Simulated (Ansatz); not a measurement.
# SiNH2Cl (SMILES N[Si]Cl): SVWN5/STO-3G

What is the vertical singlet–triplet gap of SiNH2Cl at SVWN5/STO-3G? 

Program for the calculation: Ansatz 0.2.0.

66 further runs of the same task are left out: 66 set aside as unsound or not needed.

## (1) The molecule

SiNH2Cl: 5 atoms, total charge 0, spin state singlet. As SMILES, `N[Si]Cl`. The coordinates come from a PBE0-D4/def2-TZVP relaxation. This is one conformer, not always the lowest.

Bond lengths: N1–Si2 1.701 Å, Si2–Cl3 2.104 Å, N1–H4 1.009 Å, N1–H5 1.010 Å. Angles: N1–Si2–Cl3 98.2°, Si2–N1–H4 121.0°, Si2–N1–H5 126.0°, H4–N1–H5 113.0°.

## (2) The energy at SVWN5/STO-3G

run.yaml reads:

```yaml
basis:
  gaussian:
    orbitals: STO-3G
crystal:
  periodic: [false, false, false]
  atoms:
    - {symbol: "N", position_ang: [-0.148200, 0.583400, -0.233900]}
    - {symbol: Si, position_ang: [-0.116200, -0.341800, 1.192600]}
    - {symbol: Cl, position_ang: [0.649000, -2.124500, 0.377300]}
    - {symbol: H, position_ang: [-0.473300, 1.538600, -0.227400]}
    - {symbol: H, position_ang: [0.138600, 0.270600, -1.150000]}
magnetization:
  spin_polarized: false
  initial_magnetization: 0
hamiltonian:
  xc: {name: SVWN5}
accuracy: high
```

On the command line:

```console
$ ansatz run run.yaml --threads 1 --pin off --max-ram 2610MiB --events-out events.jsonl --progress --plain --runs-dir runs
```

Output:

```text
Warning: RAYON_NUM_THREADS=1 ignored (pool sized by the plan → 1); use --threads N
Functional definition: SVWN5
  name "SVWN5"
  exchange = slater_x
  correlation = vwn5_c
457 factors; integrals over basis functions are off by at most 1.2e-8 eV
mean field evaluation 1: about -21587.8215 eV, gradient 2.4e1 eV
mean field evaluation 2: about -21573.0285 eV, gradient 7.3e1 eV
mean field evaluation 4: about -21590.0965 eV, gradient 2.4e0 eV
mean field evaluation 8: about -21590.0958 eV, gradient 5.3e-2 eV
mean field evaluation 16: about -21590.0958 eV, gradient 3.5e-7 eV
mean field -21590.09580558 eV, -793.4213865626 hartree, gradient 3.1e-8 eV, S^2 0.000000; 0 other end points of the search recorded, 0 dependent functions left out
reference -21590.09580745 eV, -793.4213866313 hartree; 20, 20 occupied and 5, 5 virtual orbitals, 457 factors
Total energy: -21590.09580745 eV, -793.4213866313 hartree
```

Run time: 0.99 s. Hardware: 1 thread of Arm Neoverse V1, shared host; peak memory 0.096 GiB.

## (3) The triplet, same level

job.yaml reads:

```yaml
crystal:
  periodic: [false, false, false]
  atoms:
    - {symbol: N, position_ang: [-0.148200, 0.583400, -0.233900]}
    - {symbol: Si, position_ang: [-0.116200, -0.341800, 1.192600]}
    - {symbol: Cl, position_ang: [0.649000, -2.124500, 0.377300]}
    - {symbol: H, position_ang: [-0.473300, 1.538600, -0.227400]}
    - {symbol: H, position_ang: [0.138600, 0.270600, -1.150000]}
basis:
  gaussian: {orbitals: STO-3G}
magnetization: {spin_polarized: true, initial_magnetization: 2}
hamiltonian: {xc: {name: SVWN5}}
accuracy: high
```

On the command line:

```console
$ ansatz run job.yaml --threads 1 --pin off --max-ram 2610MiB --events-out events.jsonl --progress --plain --runs-dir runs
```

Output:

```text
Warning: RAYON_NUM_THREADS=1 ignored (pool sized by the plan → 1); use --threads N
[... 4 set-up lines as earlier in the session ...]
457 factors; integrals over basis functions are off by at most 1.2e-8 eV
mean field evaluation 1: about -21584.0378 eV, gradient 1.6e1 eV
mean field evaluation 2: about -21575.7192 eV, gradient 3.5e1 eV
mean field evaluation 4: about -21585.9015 eV, gradient 2.5e0 eV
mean field evaluation 8: about -21585.9541 eV, gradient 8.3e-2 eV
mean field evaluation 16: about -21585.9542 eV, gradient 3.4e-5 eV
mean field evaluation 32: about -21581.5420 eV, gradient 3.0e0 eV
mean field -21585.95422085 eV, -793.2691861308 hartree, gradient 3.5e-8 eV, S^2 2.000947; 4 other end points of the search recorded, 0 dependent functions left out
reference -21585.95422274 eV, -793.2691862002 hartree; 21, 19 occupied and 4, 6 virtual orbitals, 457 factors
Total energy: -21585.95422274 eV, -793.2691862002 hartree
```

Wall time 1.9 s (1 thread of Arm Neoverse V1, shared host); peak memory 0.12 GiB.

## (4) Outcome

At SVWN5/STO-3G:

```
                                        quantity          value
                           singlet: total energy  -793.42139 Eh
                           triplet: total energy  -793.26919 Eh
                                   triplet: ⟨S²⟩          2.001
vertical energy of the triplet above the singlet       4.142 eV
```

What this shows: At this shape the triplet lies 4.14 eV (400 kJ/mol) above the singlet. In a minimal basis such a difference can be off by several eV, whatever the method.
